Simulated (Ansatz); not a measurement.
**Silicon, diamond: convergence with the k-point mesh**

Computed with Ansatz, PBE, scalar-relativistic PAW, on the relaxed cell (a = 5.471 Å; spin not included). Errors count from a run at 420 eV on a Γ-centred 9×9×9 mesh with Fermi-Dirac smearing of 0.05 eV, extrapolated to zero width. Fixed here: cutoff 420 eV, Fermi-Dirac width 0.05 eV. The SCF starts from atomic densities corrected by a trained network.

```csv
k-mesh,E(σ→0) error (meV/atom),P (GPa),SCF iterations
2×2×2,1255.7,7.36,6
3×3×3,303.1,1.81,6
4×4×4,91.6,0.54,6
5×5×5,30.9,0.15,6
8×8×8,1.1,-0.03,6
11×11×11,-0.7,-0.04,6
14×14×14,-0.8,-0.04,6
```

Question: What does the run at 6×6×6 give (k-mesh)?

Answer: E(σ→0) error (meV/atom): 11.0; P (GPa): 0.02; SCF iterations: 6.

Within 5 meV/atom of the last row: from 8×8×8 on.
